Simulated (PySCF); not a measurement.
Frontier orbitals and the lowest excitations

C5H8.
Cartesian coordinates in Å at the PBE0-D3(BJ)/def2-SVP level; atoms count from 1:
```xyz
13
C5H8 angstrom
C      1.928   -0.247    0.577
C      0.734    0.261   -0.116
C      0.073    1.206   -0.716
C     -0.642   -0.108   -0.591
C     -1.795   -0.310    0.368
H      1.666   -0.604    1.586
H      2.349   -1.111    0.037
H      2.706    0.524    0.669
H      0.012    2.231   -1.075
H     -0.721   -0.742   -1.494
H     -1.681    0.324    1.262
H     -2.759   -0.055   -0.103
H     -1.864   -1.359    0.703
```

Computed with TDDFT B3LYP/def2-SVPD, vertical, gas phase, core orbitals frozen in the response in PySCF.

Kohn–Sham orbitals with the atoms that hold most of them (Löwdin shares over 4%, at most four atoms; ? is withheld):

| orbital | ε (eV) | atoms |
| --- | --- | --- |
| LUMO+2 | 1.26 | C5 24%, H12 14%, C1 13%, H13 8% |
| LUMO+1 | 0.52 | C1 28%, H6 10%, C5 9%, C3 9% |
| LUMO | ? | ? |
| HOMO | -6.62 | C3 30%, C2 27%, C4 14%, C5 8% |
| HOMO-1 | -7.49 | ? |
| HOMO-2 | -8.79 | C3 27%, C2 20%, C4 15%, C5 11% |
| HOMO-3 | -10.09 | C5 34%, H11 19%, C4 16%, C3 6% |

Task: Give the leading atoms of the HOMO-1.

Result: C4 (bonded to 3 C and H) 33%; C2 (bonded to 3 C) 18%; C3 (bonded to 2 C and H) 16%; C5 (bonded to C and 3 H) 9%.

Task: Give the leading atoms of the LUMO.

Result: C3 (bonded to 2 C and H) 34%; C2 (bonded to 3 C) 31%; H9 (bonded to C) 9%; C1 (bonded to C and 3 H) 8%. By element: carbon 73% or more, hydrogen 9% or more.

Task: What is the LUMO energy, and the HOMO–LUMO gap?

Result: ε(LUMO) = 0.16 eV; the gap is 6.78 eV (0.2492 hartree).

Task: The HOMO–LUMO gap is 6.78 eV. Where does the response calculation put the lowest singlet, and from which orbitals?

Result: S1 is at 6.22 eV (f = 0.0019), 0.56 eV below the gap, made of HOMO-1→LUMO (91%). Its leading pair isn't HOMO and LUMO; the energies of that pair differ by 7.64 eV. 

Task: Give energy, strength and leading configuration of S1, S2, S3 and S7, and follow the Löwdin shares of the leading atoms from the occupied to the empty orbital.

Result: 
- S1 (6.22 eV, f 0.0019), HOMO-1→LUMO (91%): C4 33% → at most 8%, C2 18% → 31%, C3 16% → 34%
- S2 (6.26 eV, f 0.032), HOMO→LUMO+1 (73%): C3 30% → 9%, C2 27% → at most 9%, C1 at most 9% → 28%, H6 at most 9% → 10%
- S3 (6.31 eV, f 0.089), HOMO→LUMO (70%): C3 30% → 34%, C2 27% → 31%
- S7 (7.35 eV, f 0.0011), HOMO-2→LUMO (87%): C3 27% → 34%, C2 20% → 31%
